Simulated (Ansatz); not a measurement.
# AlSi (doublet): the correlation ladder at distance Si1–Al2 = 2.579 Å, cc-pVTZ

An exercise on one series of results from a longer session: the logs are not shown, and one member is left open.

Computed with Ansatz 0.2.0, Gaussian basis. Level: cc-pVTZ, core rule «outside noble gas», up to 10 orbitals frozen.

The runs, in order: UHF; CCSD(T) on ROHF; BCCD(T) on ROHF; CISD; CCSDT(Q) on ROHF; CCSDT(Q) on UHF; CASSCF and MRCISD+Q, 3 electrons in 3 orbitals; CASSCF and NEVPT2, 3 electrons in 3 orbitals; CASSCF and MRCISD+Q, 7 electrons in 8 orbitals; CASSCF and NEVPT2, 7 electrons in 8 orbitals.

38 further runs of the same task are left out: 3 for a known fault of the program, 31 that didn't finish, 4 set aside as unsound or not needed.

## The geometry

The geometry derives from a PBE0/def2-TZVP stationary point (not a proven minimum). One bond is set to the value named and the two fragments are kept rigid.

2 atoms, charge 0, spin multiplicity 2.

Atoms are counted from 1 here; the program's logs count them from 0.

Bond lengths: Si1–Al2 2.579 Å.

Set-up of the first run:

File in.yaml:

```yaml
crystal:
  periodic: [false, false, false]
  atoms:
    - {symbol: Si, position_ang: [0.000000, 0.000000, 0.000000]}
    - {symbol: Al, position_ang: [0.000000, 0.000000, 2.579000]}
basis:
  gaussian: {orbitals: cc-pVTZ}
magnetization: {spin_polarized: true, initial_magnetization: 1}
hamiltonian: {xc: hf}
output: {orbitals: {seedname: orbitals}}
```

Started as:

```console
$ ansatz run in.yaml --threads 1 --pin off --events-out ev --progress --plain --max-ram 2393MiB
```

Among the steps run: UHF; CCSD(T) on ROHF; BCCD(T) on ROHF; CISD; CCSDT(Q) on ROHF; CCSDT(Q) on UHF; CASSCF and MRCISD+Q, 3 electrons in 3 orbitals; CASSCF and NEVPT2, 3 electrons in 3 orbitals; CASSCF and MRCISD+Q, 7 electrons in 8 orbitals; CASSCF and NEVPT2, 7 electrons in 8 orbitals.

One of the session's tables, all rows but one given; the rest of the session is left out.

```
          method  from RCCSDT(Q) (kcal/mol)
            ROHF                    +107.51
            RMP2                     +28.27
            CISD                     +14.77
           RCCSD                      +6.82
        RCCSD(T)                      +2.19
         BCCD(T)                      +2.19
          RCCSDT                      +0.57
       RCCSDT(Q)                          0
  CASSCF valence                          ?
  NEVPT2 valence                     +22.16
  MRCISD valence                      +7.33
MRCISD+Q valence                      +2.20
```

Q: Estimate the row for CASSCF valence from the others.

The run gave: from RCCSDT(Q) (kcal/mol): +68.12. In the column «from RCCSDT(Q) (kcal/mol)» it lies between RMP2 (+28.27) and ROHF (+107.51).

Not comparable, so not listed: CCSDT(Q) on UHF (they don't share determinant, frozen orbitals or solution with the rows shown, or repeat one).

Caveats from the session: Left out of the table: CASSCF pair, NEVPT2 pair, MRCISD pair, MRCISD+Q pair (the active space lost an orbital or holds another state than full CI finds). Warnings in the runs' records: passed over end.
